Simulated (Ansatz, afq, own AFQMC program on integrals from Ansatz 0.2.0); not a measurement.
## Where AFQMC and coupled cluster stand for CHO, doublet

```yaml
atoms:
  - { symbol: O, position_ang: [0.0000, 0.0746, 0.5425] }
  - { symbol: C, position_ang: [0.0000, -0.1522, -0.6041] }
  - { symbol: H, position_ang: [0.0000, 0.6297, -1.4126] }
```

Connectivity, by distances: O–CH.

Basis cc-pVDZ. Noble-gas cores (and the filled d shells of Ga–Kr and In–Xe) are frozen. Integrals, coupled cluster, full CI and functionals: Ansatz 0.2.0; the random walks run on the same integrals in our own AFQMC program. ph-AFQMC/CISD is guided by a CISD state made of CCSD amplitudes; releasing the constraint for a short imaginary time cuts its bias at the price of noise, slowly where states lie close. Free AFQMC starts from the CCSD state and is never constrained. Its projection time is finite, and what remains of the start isn't in its error. ± is one standard error of the sampling.

Determinant: ROHF, the one that the program's search chose, which needn't be the lowest solution. The geometry is a point of a scan.

No full CI on the walks' own integrals is used here; CCSDT(Q) serves as the reference and is uncertain by about the last step of the cluster series.

* T1 diagnostic: 0.0270
* weight of the determinant in the CISD state: 0.891
* size of the correlated space: 11 electrons in 31 orbitals

```tsv
level	correlation energy (eV)
MP2	-8.1836
CCSD	-8.4554
CCSD(T)	-8.7416
```

Estimate where AFQMC with the constraint released lies against CCSD(T) on the same integrals.

88.0 ± 34.5 meV below CCSD(T).

Reference: CCSDT(Q), correlation energy -8.784 eV. The released energy is read at 2.40 1/Eh (meV from the phaseless value at times in 1/Eh: 21 ± 23 at 0.24, 16 ± 21 at 0.51, 20 ± 16 at 0.99, 18 ± 26 at 1.62, -23 ± 34 at 2.40).

```tsv
level	E − E(reference) (meV)	share of correlation (%)
CCSD(T)	42.3	99.52
CCSDT	25.7	99.71
ph-AFQMC/CISD	-22.5 ± 25.7	100.26
released AFQMC	-45.7 ± 34.5	100.52
free AFQMC	0.8 ± 29.8	99.99
```

Free projections are given only where their last times agree within the noise and don't stop above the reference; a slow remainder of the start can still hide under it. A walk keeps the symmetry of its determinant, which the program's search chose and which needn't be the lowest solution, so a lower state of the same spin and another symmetry isn't excluded. Released energies are given only where the last usable release times agree within the noise; a slower fall can still hide under it.
